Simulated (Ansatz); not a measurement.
# NH2O (doublet): PBE0, B3LYP over a scan of the distance N1–O2, cc-pVDZ, part 2 of 2

Ansatz 0.2.0, Gaussian basis; cc-pVDZ, all electrons in the functionals.

**12. PBE0, 4.693 Å**

in.yaml reads:

```yaml
crystal:
  periodic: [false, false, false]
  atoms:
    - {symbol: N, position_ang: [0.000000, -0.586527, 2.282254]}
    - {symbol: O, position_ang: [0.000000, 0.546858, -2.271831]}
    - {symbol: H, position_ang: [0.000000, 0.341708, 2.719242]}
    - {symbol: H, position_ang: [0.000000, -0.302040, -2.729666]}
basis:
  gaussian: {orbitals: cc-pVDZ}
magnetization: {spin_polarized: true, initial_magnetization: 1}
hamiltonian: {xc: {name: PBE0}}
output: {forces: true, orbitals: {seedname: orbitals}}
```

The run is started by

```sh
$ ansatz run in.yaml --threads 1 --pin off --events-out ev --progress --plain --max-ram 2393MiB
```

Log, cut to the lines that bear on the results:

```text
Functional definition: PBE0
  name "PBE0"
  cite "Adamo & Barone, J. Chem. Phys. 110, 6158 (1999) doi:10.1063/1.478522"
  cite "Perdew, Burke & Ernzerhof, Phys. Rev. Lett. 77, 3865 (1996) doi:10.1103/PhysRevLett.77.3865"
  parent pbe
[...]
355 factors; integrals over basis functions are off by at most 1.4e-3 eV
[...]
mean field -3559.60069545 eV, -130.8129127737 hartree, gradient 3.2e-9 eV, S^2 1.757178; 7 other end points of the search recorded, 0 dependent functions left out
[...]
reference -3559.60071251 eV, -130.8129134006 hartree; 9, 8 occupied and 29, 30 virtual orbitals, 355 factors
Total energy: -3559.60071251 eV, -130.8129134006 hartree
Atom 0 at     0.000000    -0.586527     2.282254 Å, force    -0.000000    -0.887171    -0.414022 eV/Å
Atom 1 at     0.000000     0.546858    -2.271831 Å, force     0.000000     0.652957     0.344365 eV/Å
Atom 2 at     0.000000     0.341708     2.719242 Å, force     0.000000     0.884381     0.405917 eV/Å
Atom 3 at     0.000000    -0.302040    -2.729666 Å, force    -0.000000    -0.650166    -0.336260 eV/Å
Dipole moment:     0.000000    -0.015755    -0.028959 e Å
```

Wall time 3.7 s (1 thread of Intel Xeon 6975P-C, shared host).

From the report: ⟨S²⟩ of the determinant 1.757 (pure doublet: 0.75). The determinant is far from a pure spin state, so its energy mixes those of several spin states (harmless only where they are near-degenerate, as at dissociation).

From 1.354 Å: +80.3 kcal/mol.

**13. B3LYP, 1.075 Å**

in.yaml reads:

```yaml
crystal:
  periodic: [false, false, false]
  atoms:
    - {symbol: N, position_ang: [0.000000, -0.140384, 0.554704]}
    - {symbol: O, position_ang: [0.000000, 0.119234, -0.488475]}
    - {symbol: H, position_ang: [0.000000, 0.787851, 0.991692]}
    - {symbol: H, position_ang: [0.000000, -0.729664, -0.946310]}
basis:
  gaussian: {orbitals: cc-pVDZ}
magnetization: {spin_polarized: true, initial_magnetization: 1}
hamiltonian: {xc: {name: B3LYP}}
```

The command is unchanged.

Log, cut to the lines that bear on the results:

```text
Functional definition: B3LYP
  name "B3LYP"
  cite "Stephens, Devlin, Chabalowski & Frisch, J. Phys. Chem. 98, 11623 (1994) doi:10.1021/j100096a001"
  cite "Becke, Phys. Rev. A 38, 3098 (1988) doi:10.1103/PhysRevA.38.3098"
  cite "Lee, Yang & Parr, Phys. Rev. B 37, 785 (1988) doi:10.1103/PhysRevB.37.785"
  cite "Vosko, Wilk & Nusair, Can. J. Phys. 58, 1200 (1980) doi:10.1139/p80-159"
[...]
353 factors; integrals over basis functions are off by at most 1.4e-3 eV
[...]
mean field -3563.54506510 eV, -130.9578656847 hartree, gradient 4.5e-5 eV, S^2 0.752407; 0 other end points of the search recorded, 0 dependent functions left out
reference -3563.54519860 eV, -130.9578705908 hartree; 9, 8 occupied and 29, 30 virtual orbitals, 353 factors
Total energy: -3563.54519860 eV, -130.9578705908 hartree
```

Run time: 0.51 s. Hardware: 1 thread of Intel Xeon 6975P-C, shared host.

From the report: ⟨S²⟩ of the determinant 0.752 (pure doublet: 0.75).

**14. B3LYP, 1.205 Å**

in.yaml reads:

```yaml
crystal:
  periodic: [false, false, false]
  atoms:
    - {symbol: N, position_ang: [0.000000, -0.157059, 0.621705]}
    - {symbol: O, position_ang: [0.000000, 0.133955, -0.547626]}
    - {symbol: H, position_ang: [0.000000, 0.771176, 1.058693]}
    - {symbol: H, position_ang: [0.000000, -0.714943, -1.005461]}
basis:
  gaussian: {orbitals: cc-pVDZ}
magnetization: {spin_polarized: true, initial_magnetization: 1}
hamiltonian: {xc: {name: B3LYP}}
```

Launched as before.

Log, cut to the lines that bear on the results:

```text
Functional definition: B3LYP
  name "B3LYP"
  cite "Stephens, Devlin, Chabalowski & Frisch, J. Phys. Chem. 98, 11623 (1994) doi:10.1021/j100096a001"
  cite "Becke, Phys. Rev. A 38, 3098 (1988) doi:10.1103/PhysRevA.38.3098"
  cite "Lee, Yang & Parr, Phys. Rev. B 37, 785 (1988) doi:10.1103/PhysRevB.37.785"
  cite "Vosko, Wilk & Nusair, Can. J. Phys. 58, 1200 (1980) doi:10.1139/p80-159"
[...]
352 factors; integrals over basis functions are off by at most 1.5e-3 eV
[...]
mean field -3566.16324356 eV, -131.0540819686 hartree, gradient 7.5e-5 eV, S^2 0.752752; 0 other end points of the search recorded, 0 dependent functions left out
reference -3566.16337345 eV, -131.0540867418 hartree; 9, 8 occupied and 29, 30 virtual orbitals, 352 factors
Total energy: -3566.16337345 eV, -131.0540867418 hartree
```

It took 0.48 s on 1 thread of Intel Xeon 6975P-C, shared host.

From the report: ⟨S²⟩ of the determinant 0.753 (pure doublet: 0.75).

**15. B3LYP, 1.354 Å**

in.yaml reads:

```yaml
crystal:
  periodic: [false, false, false]
  atoms:
    - {symbol: N, position_ang: [0.000000, -0.176115, 0.698274]}
    - {symbol: O, position_ang: [0.000000, 0.150778, -0.615224]}
    - {symbol: H, position_ang: [0.000000, 0.752120, 1.135262]}
    - {symbol: H, position_ang: [0.000000, -0.698120, -1.073059]}
basis:
  gaussian: {orbitals: cc-pVDZ}
magnetization: {spin_polarized: true, initial_magnetization: 1}
hamiltonian: {xc: {name: B3LYP}}
```

The command is unchanged.

Log, cut to the lines that bear on the results:

```text
Functional definition: B3LYP
  name "B3LYP"
  cite "Stephens, Devlin, Chabalowski & Frisch, J. Phys. Chem. 98, 11623 (1994) doi:10.1021/j100096a001"
  cite "Becke, Phys. Rev. A 38, 3098 (1988) doi:10.1103/PhysRevA.38.3098"
  cite "Lee, Yang & Parr, Phys. Rev. B 37, 785 (1988) doi:10.1103/PhysRevB.37.785"
  cite "Vosko, Wilk & Nusair, Can. J. Phys. 58, 1200 (1980) doi:10.1139/p80-159"
[...]
355 factors; integrals over basis functions are off by at most 1.6e-3 eV
[...]
mean field -3566.91392467 eV, -131.0816689904 hartree, gradient 1.2e-5 eV, S^2 0.753011; 0 other end points of the search recorded, 0 dependent functions left out
reference -3566.91405272 eV, -131.0816736964 hartree; 9, 8 occupied and 29, 30 virtual orbitals, 355 factors
Total energy: -3566.91405272 eV, -131.0816736964 hartree
```

It took 0.51 s on 1 thread of Intel Xeon 6975P-C, shared host.

From the report: ⟨S²⟩ of the determinant 0.753 (pure doublet: 0.75).

**16. B3LYP, 1.503 Å**

in.yaml reads:

```yaml
crystal:
  periodic: [false, false, false]
  atoms:
    - {symbol: N, position_ang: [0.000000, -0.195283, 0.775292]}
    - {symbol: O, position_ang: [0.000000, 0.167700, -0.683218]}
    - {symbol: H, position_ang: [0.000000, 0.732952, 1.212280]}
    - {symbol: H, position_ang: [0.000000, -0.681198, -1.141053]}
basis:
  gaussian: {orbitals: cc-pVDZ}
magnetization: {spin_polarized: true, initial_magnetization: 1}
hamiltonian: {xc: {name: B3LYP}}
```

Same command.

Log, cut to the lines that bear on the results:

```text
Functional definition: B3LYP
  name "B3LYP"
  cite "Stephens, Devlin, Chabalowski & Frisch, J. Phys. Chem. 98, 11623 (1994) doi:10.1021/j100096a001"
  cite "Becke, Phys. Rev. A 38, 3098 (1988) doi:10.1103/PhysRevA.38.3098"
  cite "Lee, Yang & Parr, Phys. Rev. B 37, 785 (1988) doi:10.1103/PhysRevB.37.785"
  cite "Vosko, Wilk & Nusair, Can. J. Phys. 58, 1200 (1980) doi:10.1139/p80-159"
[...]
357 factors; integrals over basis functions are off by at most 1.4e-3 eV
[...]
mean field -3566.64902785 eV, -131.0719342119 hartree, gradient 4.8e-5 eV, S^2 0.753303; 0 other end points of the search recorded, 0 dependent functions left out
reference -3566.64915548 eV, -131.0719389024 hartree; 9, 8 occupied and 29, 30 virtual orbitals, 357 factors
Total energy: -3566.64915548 eV, -131.0719389024 hartree
```

Wall time 0.48 s (1 thread of Intel Xeon 6975P-C, shared host).

From the report: ⟨S²⟩ of the determinant 0.753 (pure doublet: 0.75).

From 1.354 Å: +6.1 kcal/mol.

**17. B3LYP, 1.670 Å**

in.yaml reads:

```yaml
crystal:
  periodic: [false, false, false]
  atoms:
    - {symbol: N, position_ang: [0.000000, -0.216703, 0.861363]}
    - {symbol: O, position_ang: [0.000000, 0.186611, -0.759204]}
    - {symbol: H, position_ang: [0.000000, 0.711532, 1.298351]}
    - {symbol: H, position_ang: [0.000000, -0.662287, -1.217039]}
basis:
  gaussian: {orbitals: cc-pVDZ}
magnetization: {spin_polarized: true, initial_magnetization: 1}
hamiltonian: {xc: {name: B3LYP}}
```

Same command.

Log, cut to the lines that bear on the results:

```text
Functional definition: B3LYP
  name "B3LYP"
  cite "Stephens, Devlin, Chabalowski & Frisch, J. Phys. Chem. 98, 11623 (1994) doi:10.1021/j100096a001"
  cite "Becke, Phys. Rev. A 38, 3098 (1988) doi:10.1103/PhysRevA.38.3098"
  cite "Lee, Yang & Parr, Phys. Rev. B 37, 785 (1988) doi:10.1103/PhysRevB.37.785"
  cite "Vosko, Wilk & Nusair, Can. J. Phys. 58, 1200 (1980) doi:10.1139/p80-159"
[...]
354 factors; integrals over basis functions are off by at most 1.4e-3 eV
[...]
mean field -3565.92069387 eV, -131.0451684318 hartree, gradient 1.5e-5 eV, S^2 0.755293; 0 other end points of the search recorded, 0 dependent functions left out
reference -3565.92082237 eV, -131.0451731542 hartree; 9, 8 occupied and 29, 30 virtual orbitals, 354 factors
Total energy: -3565.92082237 eV, -131.0451731542 hartree
```

Run time: 0.57 s. Hardware: 1 thread of Intel Xeon 6975P-C, shared host.

From the report: ⟨S²⟩ of the determinant 0.755 (pure doublet: 0.75).

From 1.354 Å: +22.9 kcal/mol.

**18. B3LYP, 1.869 Å**

in.yaml reads:

```yaml
crystal:
  periodic: [false, false, false]
  atoms:
    - {symbol: N, position_ang: [0.000000, -0.242228, 0.963926]}
    - {symbol: O, position_ang: [0.000000, 0.209145, -0.849750]}
    - {symbol: H, position_ang: [0.000000, 0.686007, 1.400914]}
    - {symbol: H, position_ang: [0.000000, -0.639753, -1.307585]}
basis:
  gaussian: {orbitals: cc-pVDZ}
magnetization: {spin_polarized: true, initial_magnetization: 1}
hamiltonian: {xc: {name: B3LYP}}
```

The command is unchanged.

Log, cut to the lines that bear on the results:

```text
Functional definition: B3LYP
  name "B3LYP"
  cite "Stephens, Devlin, Chabalowski & Frisch, J. Phys. Chem. 98, 11623 (1994) doi:10.1021/j100096a001"
  cite "Becke, Phys. Rev. A 38, 3098 (1988) doi:10.1103/PhysRevA.38.3098"
  cite "Lee, Yang & Parr, Phys. Rev. B 37, 785 (1988) doi:10.1103/PhysRevB.37.785"
  cite "Vosko, Wilk & Nusair, Can. J. Phys. 58, 1200 (1980) doi:10.1139/p80-159"
[...]
354 factors; integrals over basis functions are off by at most 1.4e-3 eV
[...]
mean field -3564.95254681 eV, -131.0095896837 hartree, gradient 2.1e-5 eV, S^2 0.824401; 2 other end points of the search recorded, 0 dependent functions left out
reference -3564.95267794 eV, -131.0095945026 hartree; 9, 8 occupied and 29, 30 virtual orbitals, 354 factors
Total energy: -3564.95267794 eV, -131.0095945026 hartree
```

It took 0.72 s on 1 thread of Intel Xeon 6975P-C, shared host.

From the report: ⟨S²⟩ of the determinant 0.824 (pure doublet: 0.75).

From 1.354 Å: +45.2 kcal/mol.

**19. B3LYP, 2.208 Å**

in.yaml reads:

```yaml
crystal:
  periodic: [false, false, false]
  atoms:
    - {symbol: N, position_ang: [0.000000, -0.285711, 1.138645]}
    - {symbol: O, position_ang: [0.000000, 0.247533, -1.003997]}
    - {symbol: H, position_ang: [0.000000, 0.642524, 1.575633]}
    - {symbol: H, position_ang: [0.000000, -0.601365, -1.461832]}
basis:
  gaussian: {orbitals: cc-pVDZ}
magnetization: {spin_polarized: true, initial_magnetization: 1}
hamiltonian: {xc: {name: B3LYP}}
```

Same command.

Log, cut to the lines that bear on the results:

```text
Functional definition: B3LYP
  name "B3LYP"
  cite "Stephens, Devlin, Chabalowski & Frisch, J. Phys. Chem. 98, 11623 (1994) doi:10.1021/j100096a001"
  cite "Becke, Phys. Rev. A 38, 3098 (1988) doi:10.1103/PhysRevA.38.3098"
  cite "Lee, Yang & Parr, Phys. Rev. B 37, 785 (1988) doi:10.1103/PhysRevB.37.785"
  cite "Vosko, Wilk & Nusair, Can. J. Phys. 58, 1200 (1980) doi:10.1139/p80-159"
[...]
356 factors; integrals over basis functions are off by at most 1.5e-3 eV
[...]
mean field -3564.03439883 eV, -130.9758483675 hartree, gradient 2.6e-5 eV, S^2 1.419402; 4 other end points of the search recorded, 0 dependent functions left out
reference -3564.03453792 eV, -130.9758534793 hartree; 9, 8 occupied and 29, 30 virtual orbitals, 356 factors
Total energy: -3564.03453792 eV, -130.9758534793 hartree
```

Run time: 1.2 s. Hardware: 1 thread of Intel Xeon 6975P-C, shared host.

From the report: ⟨S²⟩ of the determinant 1.419 (pure doublet: 0.75). The determinant is far from a pure spin state, so its energy mixes those of several spin states (harmless only where they are near-degenerate, as at dissociation).

From 1.354 Å: +66.4 kcal/mol.

**20. B3LYP, 2.482 Å**

in.yaml reads:

```yaml
crystal:
  periodic: [false, false, false]
  atoms:
    - {symbol: N, position_ang: [0.000000, -0.320856, 1.279862]}
    - {symbol: O, position_ang: [0.000000, 0.278560, -1.128669]}
    - {symbol: H, position_ang: [0.000000, 0.607379, 1.716850]}
    - {symbol: H, position_ang: [0.000000, -0.570338, -1.586504]}
basis:
  gaussian: {orbitals: cc-pVDZ}
magnetization: {spin_polarized: true, initial_magnetization: 1}
hamiltonian: {xc: {name: B3LYP}}
```

Launched as before.

Log, cut to the lines that bear on the results:

```text
Functional definition: B3LYP
  name "B3LYP"
  cite "Stephens, Devlin, Chabalowski & Frisch, J. Phys. Chem. 98, 11623 (1994) doi:10.1021/j100096a001"
  cite "Becke, Phys. Rev. A 38, 3098 (1988) doi:10.1103/PhysRevA.38.3098"
  cite "Lee, Yang & Parr, Phys. Rev. B 37, 785 (1988) doi:10.1103/PhysRevB.37.785"
  cite "Vosko, Wilk & Nusair, Can. J. Phys. 58, 1200 (1980) doi:10.1139/p80-159"
[...]
357 factors; integrals over basis functions are off by at most 1.5e-3 eV
[...]
mean field -3563.76421998 eV, -130.9659194780 hartree, gradient 6.1e-6 eV, S^2 1.615163; 8 other end points of the search recorded, 0 dependent functions left out
reference -3563.76436407 eV, -130.9659247732 hartree; 9, 8 occupied and 29, 30 virtual orbitals, 357 factors
Total energy: -3563.76436407 eV, -130.9659247732 hartree
```

Wall time 2.5 s (1 thread of Intel Xeon 6975P-C, shared host).

From the report: ⟨S²⟩ of the determinant 1.615 (pure doublet: 0.75). The determinant is far from a pure spin state, so its energy mixes those of several spin states (harmless only where they are near-degenerate, as at dissociation).

From 1.354 Å: +72.6 kcal/mol.

**21. B3LYP, 2.903 Å**

in.yaml reads:

```yaml
crystal:
  periodic: [false, false, false]
  atoms:
    - {symbol: N, position_ang: [0.000000, -0.374856, 1.496843]}
    - {symbol: O, position_ang: [0.000000, 0.326234, -1.320227]}
    - {symbol: H, position_ang: [0.000000, 0.553379, 1.933831]}
    - {symbol: H, position_ang: [0.000000, -0.522664, -1.778062]}
basis:
  gaussian: {orbitals: cc-pVDZ}
magnetization: {spin_polarized: true, initial_magnetization: 1}
hamiltonian: {xc: {name: B3LYP}}
```

The command is unchanged.

Log, cut to the lines that bear on the results:

```text
Functional definition: B3LYP
  name "B3LYP"
  cite "Stephens, Devlin, Chabalowski & Frisch, J. Phys. Chem. 98, 11623 (1994) doi:10.1021/j100096a001"
  cite "Becke, Phys. Rev. A 38, 3098 (1988) doi:10.1103/PhysRevA.38.3098"
  cite "Lee, Yang & Parr, Phys. Rev. B 37, 785 (1988) doi:10.1103/PhysRevB.37.785"
  cite "Vosko, Wilk & Nusair, Can. J. Phys. 58, 1200 (1980) doi:10.1139/p80-159"
[...]
356 factors; integrals over basis functions are off by at most 1.4e-3 eV
[...]
mean field -3563.58617911 eV, -130.9593765968 hartree, gradient 4.9e-6 eV, S^2 1.719491; 8 other end points of the search recorded, 0 dependent functions left out
reference -3563.58632786 eV, -130.9593820633 hartree; 9, 8 occupied and 29, 30 virtual orbitals, 356 factors
Total energy: -3563.58632786 eV, -130.9593820633 hartree
```

Wall time 2.8 s (1 thread of Intel Xeon 6975P-C, shared host).

From the report: ⟨S²⟩ of the determinant 1.719 (pure doublet: 0.75). The determinant is far from a pure spin state, so its energy mixes those of several spin states (harmless only where they are near-degenerate, as at dissociation).

From 1.354 Å: +76.7 kcal/mol.

**22. B3LYP, 3.671 Å**

in.yaml reads:

```yaml
crystal:
  periodic: [false, false, false]
  atoms:
    - {symbol: N, position_ang: [0.000000, -0.473365, 1.892665]}
    - {symbol: O, position_ang: [0.000000, 0.413201, -1.669672]}
    - {symbol: H, position_ang: [0.000000, 0.454870, 2.329653]}
    - {symbol: H, position_ang: [0.000000, -0.435697, -2.127507]}
basis:
  gaussian: {orbitals: cc-pVDZ}
magnetization: {spin_polarized: true, initial_magnetization: 1}
hamiltonian: {xc: {name: B3LYP}}
```

The command is unchanged.

Log, cut to the lines that bear on the results:

```text
Functional definition: B3LYP
  name "B3LYP"
  cite "Stephens, Devlin, Chabalowski & Frisch, J. Phys. Chem. 98, 11623 (1994) doi:10.1021/j100096a001"
  cite "Becke, Phys. Rev. A 38, 3098 (1988) doi:10.1103/PhysRevA.38.3098"
  cite "Lee, Yang & Parr, Phys. Rev. B 37, 785 (1988) doi:10.1103/PhysRevB.37.785"
  cite "Vosko, Wilk & Nusair, Can. J. Phys. 58, 1200 (1980) doi:10.1139/p80-159"
[...]
356 factors; integrals over basis functions are off by at most 1.4e-3 eV
[...]
mean field -3563.48541803 eV, -130.9556736954 hartree, gradient 9.4e-6 eV, S^2 1.753958; 6 other end points of the search recorded, 0 dependent functions left out
reference -3563.48557934 eV, -130.9556796234 hartree; 9, 8 occupied and 29, 30 virtual orbitals, 356 factors
Total energy: -3563.48557934 eV, -130.9556796234 hartree
```

Wall time 1.9 s (1 thread of Intel Xeon 6975P-C, shared host).

From the report: ⟨S²⟩ of the determinant 1.754 (pure doublet: 0.75). The determinant is far from a pure spin state, so its energy mixes those of several spin states (harmless only where they are near-degenerate, as at dissociation).

From 1.354 Å: +79.1 kcal/mol.

**23. B3LYP, 4.693 Å**

in.yaml reads:

```yaml
crystal:
  periodic: [false, false, false]
  atoms:
    - {symbol: N, position_ang: [0.000000, -0.586527, 2.282254]}
    - {symbol: O, position_ang: [0.000000, 0.546858, -2.271831]}
    - {symbol: H, position_ang: [0.000000, 0.341708, 2.719242]}
    - {symbol: H, position_ang: [0.000000, -0.302040, -2.729666]}
basis:
  gaussian: {orbitals: cc-pVDZ}
magnetization: {spin_polarized: true, initial_magnetization: 1}
hamiltonian: {xc: {name: B3LYP}}
```

Same command.

Log, cut to the lines that bear on the results:

```text
Functional definition: B3LYP
  name "B3LYP"
  cite "Stephens, Devlin, Chabalowski & Frisch, J. Phys. Chem. 98, 11623 (1994) doi:10.1021/j100096a001"
  cite "Becke, Phys. Rev. A 38, 3098 (1988) doi:10.1103/PhysRevA.38.3098"
  cite "Lee, Yang & Parr, Phys. Rev. B 37, 785 (1988) doi:10.1103/PhysRevB.37.785"
  cite "Vosko, Wilk & Nusair, Can. J. Phys. 58, 1200 (1980) doi:10.1139/p80-159"
[...]
355 factors; integrals over basis functions are off by at most 1.4e-3 eV
[...]
mean field -3563.46402837 eV, -130.9548876398 hartree, gradient 8.8e-6 eV, S^2 1.756366; 7 other end points of the search recorded, 0 dependent functions left out
reference -3563.46420469 eV, -130.9548941196 hartree; 9, 8 occupied and 29, 30 virtual orbitals, 355 factors
Total energy: -3563.46420469 eV, -130.9548941196 hartree
```

Run time: 2.9 s. Hardware: 1 thread of Intel Xeon 6975P-C, shared host.

From the report: ⟨S²⟩ of the determinant 1.756 (pure doublet: 0.75). The determinant is far from a pure spin state, so its energy mixes those of several spin states (harmless only where they are near-degenerate, as at dissociation).

From 1.354 Å: +79.6 kcal/mol.

**24. The comparison**

The yardstick is UCCSDT(Q), where the cluster series has nearly closed. It comes from earlier runs at the same points. Energies in kcal/mol, counted from 1.354 Å; blanks weren't run or aren't comparable.

| level | 1.075 Å | 1.205 Å | 1.354 Å | 1.503 Å | 1.670 Å | 1.869 Å | 2.208 Å | 2.482 Å | 2.903 Å | 3.671 Å | 4.693 Å |
| --- | --- | --- | --- | --- | --- | --- | --- | --- | --- | --- | --- |
| UCCSDT(Q) | 81.5 | 18.7 | 0.0 | 4.8 | 19.2 |  |  |  |  |  |  |
| PBE0 | 74.1 | 15.3 | 0.0 | 8.1 | 26.7 | 50.1 | 69.1 | 74.4 | 77.8 | 79.8 | 80.3 |
| B3LYP | 77.7 | 17.3 | 0.0 | 6.1 | 22.9 | 45.2 | 66.4 | 72.6 | 76.7 | 79.1 | 79.6 |

Largest miss and mean time a point (UCCSDT(Q) took 25 s a point; shared hosts):

| level | largest miss (kcal/mol) | where | time a point |
| --- | --- | --- | --- |
| PBE0 | +7.5 | 1.670 Å | 1.5 s |
| B3LYP | -3.8 | 1.075 Å | 1.3 s |

**25. Results**

This closing draws on all 2 parts.

| quantity | value |
| --- | --- |
| span of the UCCSDT(Q) curve (points where it is known) | 81.5 kcal/mol |
| largest miss, PBE0 | +7.5 kcal/mol (1.670 Å) |
| largest miss, B3LYP | -3.8 kcal/mol (1.075 Å) |

What this shows: Misses are known at 4 of 10 points at best, and only functionals with that many are ranked. Of the functionals, B3LYP keep the smallest largest miss at the points compared (at most 3.8 kcal/mol) and PBE0 strays most (7.5 kcal/mol, at 1.670 Å). PBE0, B3LYP clearly break the spin symmetry at some points (⟨S²⟩ up to 1.01 above the pure value), so energy there is bought with a mixed spin. Functionals and the yardstick converge differently with the basis, so part of each miss in cc-pVDZ is the basis.
